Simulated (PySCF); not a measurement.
# CH₈Si₂: runs on many settings, part 2 of 2

PySCF 2.14.0. Atoms count from 0. The steps go on from the part before.

**5. J couplings: PBE0/STO-3G in dichloromethane**

The job: settings as JSON, then the geometry in Å.

```
{"job": {"kind": "j", "xc": "PBE0", "basis": "STO-3G", "solvent": "dichloromethane", "grid": 4}, "charge": 0, "multiplicity": 1}
Si     1.453870     0.730513     0.011574
C      0.226297    -0.710577    -0.129818
Si    -1.605147    -0.252036     0.069726
H      2.821880     0.230989    -0.164366
H      1.174814     1.723238    -1.027602
H      1.340585     1.353536     1.331814
H      0.482043    -1.461685     0.618861
H      0.364408    -1.194505    -1.097836
H     -1.993230     0.705237    -0.968221
H     -1.829100     0.335467     1.392496
H     -2.430995    -1.457507    -0.062593
```

Method: PBE0/STO-3G indirect spin-spin coupling, non-relativistic, IEF-PCM dichloromethane.

Standard output:

```text
coarse grid: 9296 points
cycle   1  E = -614.4460319418  dE = -5.046e-01  |g| = 2.806e-01  |ddm| = 3.466e+00
cycle   2  E = -614.4470062387  dE = -9.743e-04  |g| = 2.817e-01  |ddm| = 7.801e-01
cycle   3  E = -614.4719366442  dE = -2.493e-02  |g| = 1.447e-02  |ddm| = 3.921e-01
cycle   4  E = -614.4720116250  dE = -7.498e-05  |g| = 2.501e-03  |ddm| = 2.766e-02
cycle   5  E = -614.4720141771  dE = -2.552e-06  |g| = 6.288e-05  |ddm| = 4.507e-03
final grid: 212112 points
cycle   6  E = -614.4424160844  dE = -1.886e-06  |g| = 2.918e-03  |ddm| = 8.815e-03
cycle   7  E = -614.4424158697  dE =  2.147e-07  |g| = 3.067e-03  |ddm| = 8.147e-03
cycle   8  E = -614.4424188115  dE = -2.942e-06  |g| = 7.385e-05  |ddm| = 4.163e-03
cycle   9  E = -614.4424188137  dE = -2.212e-09  |g| = 7.549e-06  |ddm| = 1.389e-04
cycle  10  E = -614.4424188137  dE = -1.671e-11  |g| = 4.653e-07  |ddm| = 1.120e-05
converged SCF energy = -614.4424188137

Indirect spin-spin couplings (Hz)
  i      j    bonds     total        FC       PSO       DSO        SD
  0 Si   1 C    1    -36.630   -37.038     1.859    -0.075    -1.377
  0 Si   2 Si   2     -3.014    -2.937     0.049    -0.009    -0.116
  0 Si   3 H    1   -166.418  -167.065     0.979    -0.191    -0.141
  0 Si   4 H    1   -166.148  -166.786     0.986    -0.205    -0.143
  0 Si   5 H    1   -166.489  -167.128     0.986    -0.205    -0.143
  0 Si   6 H    2      6.393     6.062     0.227     0.118    -0.014
  0 Si   7 H    2      6.366     6.034     0.227     0.119    -0.013
  0 Si   8 H    3     -0.167    -0.250     0.015     0.030     0.038
  0 Si   9 H    3     -0.164    -0.247     0.015     0.030     0.038
  0 Si  10 H    3     -5.665    -5.875    -0.032     0.268    -0.025
  1 C    2 Si   1    -36.671   -37.078     1.858    -0.075    -1.376
  1 C    3 H    2      0.127     0.290     0.043    -0.206         -
  1 C    4 H    2      2.046     2.191     0.050    -0.195         -
  1 C    5 H    2      2.055     2.201     0.050    -0.196         -
  1 C    6 H    1    100.027    99.298    -0.201     0.930         -
  1 C    7 H    1    100.255    99.528    -0.203     0.929         -
  1 C    8 H    2      2.046     2.191     0.050    -0.195         -
  1 C    9 H    2      2.061     2.207     0.050    -0.195         -
  1 C   10 H    2      0.127     0.289     0.043    -0.205         -
  2 Si   3 H    3     -5.658    -5.868    -0.032     0.268    -0.025
  2 Si   4 H    3     -0.171    -0.253     0.015     0.030     0.038
  2 Si   5 H    3     -0.160    -0.244     0.015     0.030     0.038
  2 Si   6 H    2      6.379     6.047     0.226     0.119    -0.014
  2 Si   7 H    2      6.344     6.012     0.226     0.120    -0.014
  2 Si   8 H    1   -166.353  -166.991     0.985    -0.205    -0.143
  2 Si   9 H    1   -166.555  -167.193     0.985    -0.205    -0.142
  2 Si  10 H    1   -166.425  -167.072     0.978    -0.190    -0.141
  3 H    4 H    2      3.560     5.495     0.102    -2.037         -
  3 H    5 H    2      3.633     5.575     0.103    -2.045         -
  3 H    6 H    3      0.536     0.828     0.024    -0.315         -
  3 H    7 H    3      0.549     0.834     0.023    -0.308         -
  3 H    8 H    4     -1.467    -0.401     0.112    -1.178         -
  3 H    9 H    4     -1.469    -0.401     0.113    -1.180         -
  3 H   10 H    4      2.299     3.315     0.133    -1.150         -
  4 H    5 H    2      3.036     4.999     0.100    -2.063         -
  4 H    6 H    3      7.149     9.245     0.277    -2.373         -
  4 H    7 H    3     -0.026     0.335     0.043    -0.404         -
  4 H    8 H    4      0.695    -0.035    -0.082     0.812         -
  4 H    9 H    4     -0.501    -0.033     0.043    -0.511         -
  4 H   10 H    4     -1.467    -0.401     0.113    -1.179         -
  5 H    6 H    3     -0.011     0.348     0.042    -0.400         -
  5 H    7 H    3      7.151     9.247     0.276    -2.372         -
  5 H    8 H    4     -0.502    -0.033     0.043    -0.513         -
  5 H    9 H    4      0.693    -0.035    -0.082     0.810         -
  5 H   10 H    4     -1.467    -0.401     0.113    -1.179         -
  6 H    7 H    2    -14.336   -13.147     0.632    -1.822         -
  6 H    8 H    3      7.150     9.245     0.276    -2.372         -
  6 H    9 H    3     -0.013     0.343     0.042    -0.399         -
  6 H   10 H    3      0.542     0.830     0.024    -0.313         -
  7 H    8 H    3     -0.028     0.333     0.043    -0.404         -
  7 H    9 H    3      7.168     9.262     0.276    -2.370         -
  7 H   10 H    3      0.539     0.827     0.024    -0.312         -
  8 H    9 H    2      3.077     5.041     0.101    -2.065         -
  8 H   10 H    2      3.601     5.537     0.102    -2.038         -
  9 H   10 H    2      3.633     5.573     0.102    -2.042         -
```

It took 11 s on 1 thread, shared host.

This basis has no tight s functions, so the Fermi-contact terms are rough.

Key values: J(Si0,H3) -166.4 Hz, J(C1,H6) 100.1 Hz, J(Si0,C1) -36.7 Hz (means over like pairs).

**6. Excited states and response: PBE0/def2-SVPD**

The job, as its differences from that of step 5:

```diff
@@ -1,2 +1,2 @@
-{"job": {"kind": "j", "xc": "PBE0", "basis": "STO-3G", "solvent": "dichloromethane", "grid": 4}, "charge": 0, "multiplicity": 1}
+{"job": {"kind": "uv", "xc": "PBE0", "basis": "def2-SVPD", "nstates": 1, "ntriplets": 2, "tda": true, "scf": {"conv": 1e-08}}, "charge": 0, "multiplicity": 1}
 Si     1.453870     0.730513     0.011574
```

Method: TDA PBE0/def2-SVPD, vertical, gas phase, core orbitals frozen in the response.

Standard output:

```text
final grid: 78040 points
cycle   1  E = -621.3616737895  dE = -1.977e-01  |g| = 2.922e-01  |ddm| = 3.297e+00
cycle   2  E = -621.3513945934  dE =  1.028e-02  |g| = 3.400e-01  |ddm| = 7.668e-01
cycle   3  E = -621.3835584333  dE = -3.216e-02  |g| = 2.971e-02  |ddm| = 4.185e-01
cycle   4  E = -621.3838561295  dE = -2.977e-04  |g| = 4.772e-03  |ddm| = 7.275e-02
cycle   5  E = -621.3838646667  dE = -8.537e-06  |g| = 8.448e-04  |ddm| = 1.119e-02
cycle   6  E = -621.3838649319  dE = -2.651e-07  |g| = 2.107e-04  |ddm| = 2.422e-03
cycle   7  E = -621.3838649480  dE = -1.614e-08  |g| = 2.606e-05  |ddm| = 4.672e-04
cycle   8  E = -621.3838649483  dE = -2.727e-10  |g| = 5.785e-06  |ddm| = 8.433e-05
converged SCF energy = -621.3838649483

Static polarisability (au): isotropic 68.641, principal 60.932 63.599 81.392

Singlet excitations
state   eV       nm        f      main configurations
  1   7.6965    161.1   0.04331   H->L 0.98

Triplet excitations (Tamm-Dancoff, eV): 7.2398 7.6604
```

Run time: 22 s. Hardware: 1 thread, shared host.

The orbitals next to the gap, with their largest atomic shares:

```tsv
orbital	eV	atoms
HOMO−3	-9.65	Si2 21 %, Si0 21 %, H8 13 %
HOMO−2	-9.53	Si0 18 %, Si2 18 %, H5 11 %
HOMO−1	-9.13	C1 24 %, Si0 16 %, Si2 16 %
HOMO	-8.70	C1 33 %, Si0 19 %, Si2 19 %
LUMO	0.17	Si2 21 %, Si0 21 %, C1 13 %
LUMO+1	0.74	Si2 26 %, Si0 26 %, H3 10 %
LUMO+2	0.90	Si2 27 %, Si0 26 %, C1 8 %
```

With each of the 1 states as a Gaussian band of 0.4 eV half-width at 1/e, the curve within the window shown has maxima at 161 nm (ε 1,800) L/(mol cm). Beyond the last state computed it falls off for lack of states. The curve at chosen wavelengths:

(nm, ε (L/mol/cm)): (155, 999), (156, 1191), (157, 1372), (158, 1529), (159, 1650), (160, 1726), (161, 1754), (162, 1731), (163, 1663), (164, 1555), (165, 1418), (166, 1261), (167, 1095), (168, 930), (169, 772), (170, 628), (171, 500), (172, 391), (173, 299), (174, 225)

Ground-state properties from the same run:

```tsv
property	computed
dipole moment (D)	0.67
polarisability (Å³)	10.17
HOMO–LUMO gap (eV)	8.87
−ε(HOMO) (eV)	8.70
```

**7. Run by run: spin-spin couplings**

Couplings (Hz), each a mean over the pairs like the one named, with basis size and wall time:

```tsv
run	Si0–H3	C1–H6	Si0–C1	H6–H7	H3–H4	Si0–H6	Si0–H8	functions	time
HCTH407/3-21G	-127.8	88.8	-37.7	-14.0	-7.5	6.9	-3.3	51	10 s
PBE0/STO-3G in dichloromethane	-166.4	100.1	-36.7	-14.3	3.4	6.4	-2.0	31	11 s
```

**8. Results**

The summary covers parts 1 to 2.

```
                                                              quantity                                            value
                         largest coupling of the table (HCTH407/3-21G)                       ¹J(Si,H) Si0–H3, -127.8 Hz
                                  ¹³C shifts against TMS (PBE/cc-pVDZ)                                        -12.5 ppm
  ¹H shifts against TMS (PBE/cc-pVDZ, means over atoms taken as alike)                                  3.98, -0.04 ppm
²⁹Si shifts against TMS (PBE/cc-pVDZ, means over atoms taken as alike)                                        -69.4 ppm
                                       lowest singlet (PBE0/def2-SVPD)                      7.70 eV (161 nm), f = 0.043
                                                        lowest triplet                                          7.24 eV
                              range of J(Si0,H3), mean over like pairs                              -166.4 to -127.8 Hz
                                         property runs in this session  5, of which 0 failed and 2 gave unsound results
```

What this shows: Single values in the summary come from the first run of each kind that ended normally (HCTH407/3-21G; PBE/cc-pVDZ; PBE0/def2-SVPD), which need not be the best level. Of the pairs tabulated at HCTH407/3-21G, Si0–H3 (mean over like pairs) couples most strongly (-127.8 Hz; Fermi contact -127.9 Hz). At PBE/cc-pVDZ: Shielding is most anisotropic at Si0, Si2 (span 67 ppm, paramagnetic term -412 ppm). The first singlet state (HOMO→LUMO 0.98) lies at 7.70 eV and is weak. The lowest triplet lies 0.46 eV below the lowest singlet. The coupling Si0–H3, as a mean over pairs of its kind, runs from -166.4 Hz (PBE0/STO-3G in dichloromethane) to -127.8 Hz (HCTH407/3-21G). Couplings from bases without tight functions are rough.
